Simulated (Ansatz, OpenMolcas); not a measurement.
Worked example: vertical ionisation energy of C4H8O (SMILES CCCC=O)

C4H8O: 13 atoms, total charge 0, spin state singlet. SMILES: `CCCC=O`. The shape is that of a PBE0-D4/def2-TZVP optimisation. This is one conformer, not always the lowest.

```xyz
13

C    -1.3588    0.2476    0.7688
C     0.1574    0.3435    0.8175
C     0.8417   -0.5458   -0.2044
C     0.7301   -0.0833   -1.6263
O     0.2397    0.9542   -1.9793
H    -1.8170    0.8881    1.5253
H    -1.6944   -0.7769    0.9556
H    -1.7402    0.5577   -0.2055
H     0.5131    0.0705    1.8153
H     0.4655    1.3785    0.6450
H     0.4645   -1.5768   -0.1645
H     1.9190   -0.6374   -0.0057
H     1.1646   -0.7812   -2.3766
```

Both states at this one shape; open shells run unrestricted unless said. 1 Eh = 27.2114 eV.

```tsv
level	program	singlet C4H8O (Eh)	doublet C4H8O+ (Eh)	HOMO of the first (eV)
PBE/6-31G* (spherical functions)	Ansatz	-232.146860	-231.806626	-5.45
M06-L/6-31G* (spherical functions)	OpenMolcas	-232.418255	-232.068838	-5.90
B2PLYP/6-31G* (spherical functions), 5 core orbitals frozen	Ansatz	-232.181495	-231.824759	-8.70
```

Task: Work out the vertical ionisation energy at each level.

Result: 
1. PBE/6-31G* (spherical functions): -231.806626 − (-232.146860) = 0.340234 Eh = 9.26 eV; −ε(HOMO) = 5.45 eV.
2. M06-L/6-31G* (spherical functions): -232.068838 − (-232.418255) = 0.349417 Eh = 9.51 eV; −ε(HOMO) = 5.90 eV.
3. B2PLYP/6-31G* (spherical functions): -231.824759 − (-232.181495) = 0.356736 Eh = 9.71 eV; −ε(HOMO) = 8.70 eV.

No measured value is set beside it here; the levels span 9.26 to 9.71 eV. In semi-local functionals −ε(HOMO) lies far under the ionisation energy, a result of self-interaction, while the difference of totals does much better.
